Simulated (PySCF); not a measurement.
Process, species as SMILES: C(C)=C → [CH-]=CC + H+
B3LYP-D3(BJ)/def2-TZVP geometries, fixed; electronic energies without zero-point terms.

Effect of the grid level at M06-2X/def2-SVP with PySCF, against the last row, where the deprotonation energy is 424.70 kcal/mol. The proton leaves the site shown, which need not be the most acidic. Cost is core time over that of grids.level: 1, rough, on shared machines of one kind; a dash marks a row that isn't timed (too short, read off another run, short of memory, by another algorithm or on other hardware).

```csv
setting,"grid points, largest species",largest shift of a total energy (mEh),shift of the deprotonation energy (kcal/mol),cost
grids.level: 0,6984,-28.934,1.342,-
grids.level: 1,30376,-0.248,-0.180,1×
grids.level: 2,65856,-0.048,0.008,2×
grids.level: 3,101208,-0.019,-0.004,3×
grids.level: 4,180072,-0.002,-0.001,4×
grids.level: 5,270176,0.001,-0.001,7×
grids.level: 7,560504,0.000,0.000,10×
```

Within 0.1 kcal/mol in the deprotonation energy: grids.level: 2; grids.level: 3; grids.level: 4; grids.level: 5. The largest shift is 28.934 mEh in a total energy and 1.342 kcal/mol in the difference.
